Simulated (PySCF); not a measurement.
# Identify the compound

Molecular formula: C3H6O2. Simulated spectra:

1H NMR (300 MHz, computed): δ 8.08 (t, J = 1.4 Hz, 1H), 4.10 (qd, J = 8.3, 1.4 Hz, 2H), 1.25 (t, J = 8.3 Hz, 3H).

13C{1H} NMR (computed): δ 157.0, 62.8, 15.1.

Computed data (PySCF 2.14): couplings computed with B3LYP/pcJ-1 (without the spin–dipole term), PBE0-D3(BJ)/def2-SVP structure, NMR shieldings at KT2/pcSseg-2/GIAO. No relativistic terms, fast rotation and ring inversion assumed for equivalent nuclei, gas phase, one conformer.

Shifts are taken against calculated references (same method and geometry level): 1H (σ = 31.18 ppm), 13C (σ = 182.28 ppm) vs TMS.

Q: Propose a structure and justify it.

A: 
Rings plus π bonds: 1 (no ring in the answer). 3 carbon signals for 3 carbons: no two carbons are equivalent. Carbon types of the structure: 1 × CH, 1 × CH2, 1 × CH3, which accounts for all hydrogens. δC 157.0: ester carbonyl carbon; lone-pair donation from the attached heteroatom keeps it upfield of a ketone carbonyl. δC 62.8: sp3 CH2 bonded to O; the inductive effect lowers its shielding. δC 15.1: methyl carbon; saturated and bonded to C and H only. δH 8.08: hydrogen on an ester carbonyl carbon. δH 4.10: hydrogen on an sp3 CH2 bonded to O; its carbon carries O, an electronegative neighbour. δH 1.25: hydrogen on a methyl carbon. The protons at 1.25 and 4.10 share a coupling of 8.3 Hz (vicinal).

These data were computed for Ethyl formate.

This is the structure that produced the data.

Splittings below 1 Hz are ignored in the labels, and close J values are merged. Unscaled 3J(H,H) at this level run about 10 % above measured values. Shifts are as computed. Against solution values, carbons near 30 ppm lie about +3 ppm off and those near 130 ppm about -1 ppm. Of 1211 compounds with measured shifts, 218 miss one by over three times the rms of a fit or turn the order of signals round; such compounds aren't used in these exercises.
